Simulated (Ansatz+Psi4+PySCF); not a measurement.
Results of a calculation; reference values are marked as such.
A run of Ansatz (development build ahead of 0.2.0) on doublet BH(+) at this shape:

```xyz
2

B     0.0000    0.0000    0.0019
H     0.0000    0.0000    1.4741
```

Its results:

```yaml
Converged: yes
Reference_energy: -24.79375 hartree
Correlation_energy: -0.04270 hartree
Total_energy: -24.83645 hartree
Spin_squared_of_the_determinant: 0.750
Stability_test: minimum among restricted orbitals
```

Which input gives this output? Name the method, the orbitals and the basis set, and write the input.

ROHF-MP2 in cc-pVTZ.

```yaml
crystal:
  periodic: [false, false, false]
  atoms:
    - { symbol: B, position_ang: [0.0, 0.0, 0.00193] }
    - { symbol: H, position_ang: [0.0, 0.0, 1.47407] }
basis:
  gaussian: { orbitals: cc-pVTZ }
total_charge: 1
magnetization:
  initial_magnetization: 1
hamiltonian:
  xc: hf
correlation:
  method: mp2
  frozen_orbitals: { B: 1, H: 0 }
```

Caution: bonds are stretched, where a single reference can fail.
